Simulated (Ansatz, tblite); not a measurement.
# SbH3: removing an electron

The task here is to estimate one member of a computed series from the others.

Method: as each input shows; program: Ansatz 0.2.0, Gaussian basis.

Levels to be run: charge +1 doublet, at the geometry of the singlet (PBE0-D4/def2-TZVP, PBE-D4/def2-TZVP, r2SCAN-D4/def2-TZVP, r2SCAN0-D4/def2-TZVP, BLYP-D4/def2-TZVP, ωB97X-V/def2-TZVP, ωB97M-V/def2-TZVP, r2SCANh-D4/def2-TZVP, CCSD(T)/def2-TZVPP); the starting singlet's energies come from earlier runs.

5 further runs of the same task are left out: 2 that didn't finish, 3 set aside as unsound or not needed.

## The relaxed structure

The geometry is that of the singlet, from an earlier relaxation (PBE-D4/def2-TZVP).

4 atoms, charge 0, spin multiplicity 1.

Atoms are counted from 1 here; the program's logs count them from 0.

Bond lengths: Sb1–H2 1.724 Å, Sb1–H3 1.724 Å, Sb1–H4 1.724 Å. Angles: H2–Sb1–H3 90.6°, H2–Sb1–H4 90.6°, H3–Sb1–H4 90.6°.

Geometry (Å):

```xyz
4

Sb   -0.00534    0.00546    0.73893
H     1.41650   -0.02990   -0.23588
H    -0.68119    1.23742   -0.26040
H    -0.72997   -1.21298   -0.24265
```

Sb takes a core potential in the def2 sets. No spin-orbit coupling is included.

The first run:

in.yaml

```yaml
crystal:
  periodic: [false, false, false]
  atoms:
    - {symbol: Sb, position_ang: [-0.005344, 0.005462, 0.738926]}
    - {symbol: H, position_ang: [1.416503, -0.029903, -0.235875]}
    - {symbol: H, position_ang: [-0.681192, 1.237419, -0.260405]}
    - {symbol: H, position_ang: [-0.729967, -1.212978, -0.242647]}
basis:
  gaussian: {orbitals: def2-TZVP}
total_charge: 1
magnetization: {spin_polarized: true, initial_magnetization: 1}
hamiltonian: {xc: pbe0, dispersion: d4}
output: {orbitals: {seedname: orbitals}}
```

Launch:

```bash
ansatz run in.yaml --threads 2 --pin off --events-out ev --progress --plain --max-ram 4352MiB
```

Steps of the session up to this table: Charge +1 doublet at the fixed geometry, PBE0-D4/def2-TZVP; Charge +1 doublet at the fixed geometry, PBE-D4/def2-TZVP; Charge +1 doublet at the fixed geometry, r2SCAN-D4/def2-TZVP; Charge +1 doublet at the fixed geometry, r2SCAN0-D4/def2-TZVP; Charge +1 doublet at the fixed geometry, BLYP-D4/def2-TZVP; Charge +1 doublet at the fixed geometry, ωB97X-V/def2-TZVP; Charge +1 doublet at the fixed geometry, ωB97M-V/def2-TZVP; Charge +1 doublet at the fixed geometry, r2SCANh-D4/def2-TZVP; Charge +1 doublet at the fixed geometry, CCSD(T)/def2-TZVPP.

One table of the session follows, with a row left open; its other results are not shown here.

It belongs to the step «Vertical ionisation energy». Beside −ε(HOMO) of the starting state:

```
               level  −ε(HOMO) (eV)  by difference (eV)  mismatch (eV)
    PBE-D4/def2-TZVP           6.57                9.92          -3.35
   BLYP-D4/def2-TZVP           6.47                9.90          -3.43
 r2SCAN-D4/def2-TZVP           6.83                9.94          -3.11
r2SCANh-D4/def2-TZVP           7.20                9.94          -2.74
   PBE0-D4/def2-TZVP              ?                   ?              ?
r2SCAN0-D4/def2-TZVP           7.76                9.95          -2.19
   ωB97X-V/def2-TZVP           9.79                9.99          -0.19
   ωB97M-V/def2-TZVP           9.69                9.94          -0.24
```

Estimate the missing values for PBE0-D4/def2-TZVP.

As computed: −ε(HOMO) (eV): 7.59; by difference (eV): 9.94; mismatch (eV): -2.36. In the column «−ε(HOMO) (eV)» it lies between r2SCANh-D4/def2-TZVP (7.20) and r2SCAN0-D4/def2-TZVP (7.76).
